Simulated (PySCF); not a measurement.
## Shieldings and the share of exact exchange

Molecule: `CC(F)F`, C2H4F2.

Geometry:
| atom | x (Å) | y (Å) | z (Å) |
| --- | --- | --- | --- |
| C1 | -0.757 | -0.198 | 0.017 |
| C2 | 0.697 | 0.171 | 0.055 |
| F3 | 1.412 | -0.663 | -0.736 |
| F4 | 0.872 | 1.429 | -0.416 |
| H5 | -1.115 | -0.153 | -1.021 |
| H6 | -0.901 | -1.217 | 0.403 |
| H7 | -1.341 | 0.502 | 0.629 |
| H8 | 1.133 | 0.127 | 1.070 |

GIAO shieldings (ppm, equivalent atoms averaged) in PySCF on the PBE0-D3(BJ)/def2-SVP geometry, basis pcSseg-2, gas phase, non-relativistic:

```csv
functional,exact exchange (%),σ(C2),σ(F3/F4)
BLYP,0,47.8,280.5
BP86,0,53.1,284.3
PBE,0,53.0,281.9
PBE0,25,62.6,300.9
mPW1PW91,25,62.0,302.1
BHandHLYP,50,67.0,314.5
HF,100,84.7,341.1
```

Q: Fit each shielding as a line in the percentage of exact exchange.

A: σ(C2) = 52.1 + 0.33 x (rms 2.1 ppm); σ(F3/F4) = 283.8 + 0.59 x (rms 2.3 ppm). The functionals also differ in their semilocal parts, which the line can't hold; Hartree–Fock has no correlation at all.

Q: What does the line predict for B3LYP (20 %), and what does the run give?

A: σ(C2): 58.7 predicted, 56.0 computed; σ(F3/F4): 295.6 predicted, 295.9 computed ppm.
